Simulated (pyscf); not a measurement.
Optimised with ωB97X-D3(BJ)/def2-SVP in PySCF.

Q: Estimate the classical barrier height and the reaction energy of •H₂C–Si(Cl)(Cl)–Cl + hydrogen (H₂) → methyltrichlorosilane (H₃C–Si(Cl)(Cl)–Cl) + H atom (H•) at B3LYP-D3(BJ)/def2-TZVP. The step runs on the doublet surface, breaks H–H and forms C–H; take the separated reactants as zero.

A: ΔE‡ = 39.0 kJ/mol, ΔE = +8.6 kJ/mol. ωB97M-D3(BJ)/def2-TZVP gives 46.4 kJ/mol and -6.7 kJ/mol. Zero-point energy shifts the barrier by +3.6 kJ/mol. It is a hydrogen abstraction, with an imaginary mode of 1444i cm⁻¹. This is the saddle that the search found; another between the same sides may lie lower. The angle at the transferred H is 177°.
